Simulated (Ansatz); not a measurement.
# AlH₄OP: one species, many methods

Aim: compute AlH₄OP with functionals from several rungs and with coupled cluster, and see how far each lands from CCSD(T) at the basis-set limit for the atomisation energy.

The runs use Ansatz 0.2.0, Gaussian basis; functionals in def2-TZVPP, the program's frozen cores in correlated methods.

Levels to be run: LDA (SPW92), PBE-D4, revPBE-D4, BLYP-D4, r2SCAN-D4, B97M-V, PBE0-D4, B3LYP-D4, r2SCANh-D4, r2SCAN0-D4, HSE06-D4, BHLYP-D4, CAM-B3LYP-D4, LC-ωPBE, ωB97X-V, ωB97M-V, B2PLYP, PBE-QIDH; CCSD(T)/def2-SVP; CCSD(T)/def2-TZVPP; MP2/def2-QZVPP; extrapolation to the limit; RPA on PBE.

**1. The relaxed structure**

The geometry comes from an earlier relaxation with PBE0-D4 in a triple-zeta def2 set; it is a stationary point, not always the lowest conformer.

SMILES `[AlH2][O]P`, 7 atoms, charge 0, spin multiplicity 1.

Atoms are counted from 1 here; the program's logs count them from 0.

Bond lengths: Al1–O2 1.689 Å, Al1–H4 1.580 Å, Al1–H5 1.576 Å, O2–P3 1.623 Å, P3–H6 1.428 Å, P3–H7 1.432 Å. Angles: O2–Al1–H4 118.3°, O2–Al1–H5 116.4°, H4–Al1–H5 125.3°, Al1–O2–P3 150.2°, O2–P3–H6 99.3°, O2–P3–H7 101.1°, H6–P3–H7 91.2°.

**2. LDA**

This LDA is Slater exchange with PW92 correlation.

in.yaml

```yaml
crystal:
  periodic: [false, false, false]
  atoms:
    - {symbol: Al, position_ang: [-1.238594, 0.359467, -0.743177]}
    - {symbol: O, position_ang: [0.215168, 0.491660, 0.106670]}
    - {symbol: P, position_ang: [1.701140, -0.063396, 0.451759]}
    - {symbol: H, position_ang: [-1.509737, -0.964118, -1.562630]}
    - {symbol: H, position_ang: [-2.220538, 1.588114, -0.647734]}
    - {symbol: H, position_ang: [1.644100, -0.003577, 1.877047]}
    - {symbol: H, position_ang: [1.469560, -1.476152, 0.472264]}
basis:
  gaussian: {orbitals: def2-TZVPP}
hamiltonian: {xc: lda}
output: {orbitals: {seedname: orbitals}}
```

Run with:

```console
ansatz run in.yaml --threads 2 --pin off --events-out ev --progress --plain --max-ram 4352MiB
```

After this run come: PBE-D4 (GGA); revPBE-D4 (GGA); BLYP-D4 (GGA); r2SCAN-D4 (meta-GGA); B97M-V (meta-GGA); PBE0-D4 (hybrid); B3LYP-D4 (hybrid); r2SCANh-D4 (hybrid); r2SCAN0-D4 (hybrid); HSE06-D4 (hybrid); BHLYP-D4 (hybrid); CAM-B3LYP-D4 (range-separated); LC-ωPBE (range-separated); ωB97X-V (range-separated); ωB97M-V (range-separated); B2PLYP (double hybrid); PBE-QIDH (double hybrid); CCSD(T) in def2-SVP; CCSD(T) in def2-TZVPP; MP2 in def2-QZVPP; RPA on PBE orbitals.

Q: Predict the results of all the runs planned. Wanted: atomisation energy, CCSD(T)/CBS; farthest beyond LDA; mean size of error, GGA; mean size of error, meta-GGA; mean size of error, hybrid; mean size of error, range-separated; mean size of error, double hybrid; gap, smallest and largest; T1 diagnostic.

**Answer**, as computed:

```
                               quantity                                      value
        atomisation energy, CCSD(T)/CBS                             493.0 kcal/mol
functionals within 2.5 kcal/mol (0.5 %)                          BLYP-D4, B3LYP-D4
                    farthest beyond LDA                 revPBE-D4 (-14.2 kcal/mol)
                mean size of error, GGA                               6.3 kcal/mol
           mean size of error, meta-GGA                               5.3 kcal/mol
             mean size of error, hybrid                               9.2 kcal/mol
    mean size of error, range-separated                               5.2 kcal/mol
      mean size of error, double hybrid                              10.4 kcal/mol
              gap, smallest and largest  3.62 eV (LDA (SPW92)), 10.38 eV (LC-ωPBE)
                          T1 diagnostic                                     0.0136
triples share of the correlation energy                                      3.4 %
```

LDA overbinds by 62.0 kcal/mol (13 %). PBE-D4 is off by -3.9 kcal/mol. Double hybrids carry the basis error of their MP2 part in triple zeta, and no dispersion term here, so their miss is partly the set-up's. Taken by rung, range-separated functionals do best (5.2 kcal/mol on average) and double hybrid ones worst beyond LDA (10.4 kcal/mol). The gap between the best rungs is small, so their order is not settled. The reference freezes the cores and leaves out relativity and excitations past (T), so misses under about 2.5 kcal/mol can't be ranked. Hartree-Fock recovers 70 % of the binding; the rest is correlation. CCSD(T) in def2-SVP is off by -44.9 kcal/mol, more than most functionals: a good method in a small basis is no reference. The gap grows from 3.6 to 10.4 eV across the functionals, mostly with the share of exact exchange.
